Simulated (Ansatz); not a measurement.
Compare A (`CC(=N)C=O`) with its isomer B (`NC1=COC1`).

Calculated with Ansatz (gas phase, PBE0-D4/def2-TZVP geometries, no zero-point term in ΔE). CCSD(T)/CBS is the MP2 limit (def2-TZVPP, def2-QZVPP) plus CCSD(T) − MP2 in def2-TZVPP, frozen cores. Functionals use def2-TZVPP. B3LYP here is the variant with VWN-RPA as its local correlation; programs differ in this. One conformer a species, not always the lowest.

**Question.** Which isomer does CCSD(T)/CBS put lower? Give the gap. (Best estimate.)

**Answer.** Ansatz gave: A, by 32.2 kcal/mol.

**Question.** Give E(B) − E(A) in kcal/mol with LDA (SPW92), PBE-D4, ωB97M-V, BLYP-D4, PBE0-D4, B3LYP-D4, CCSD(T)/def2-SVP. (Estimate.)

**Answer.** Computed: LDA (SPW92) 21.3, PBE-D4 29.0, ωB97M-V 31.5, BLYP-D4 35.4, PBE0-D4 28.0, B3LYP-D4 33.8, CCSD(T)/def2-SVP 38.6. None reverses the order clearly.

**Question.** Does the order hold for the free energy at 298.15 K (harmonic terms from PBE0-D4)? (An estimate is asked.)

**Answer.** Ansatz gave: Yes: G(B) − G(A) = +34.2 kcal/mol, for one conformer each.

Largest T1 diagnostic: 0.014.

From BLYP to BHLYP (50 % exact exchange), in def2-TZVPP and without D4, E(B) − E(A) moves by −2.0 kcal/mol. Leaving LDA and LC-ωPBE aside and taking each functional with its dispersion term where it has one, the values, not all of them listed here, spread over 7.5 kcal/mol, from HSE06-D4 to BLYP-D4. LDA lies −7.7 kcal/mol from PBE without D4.
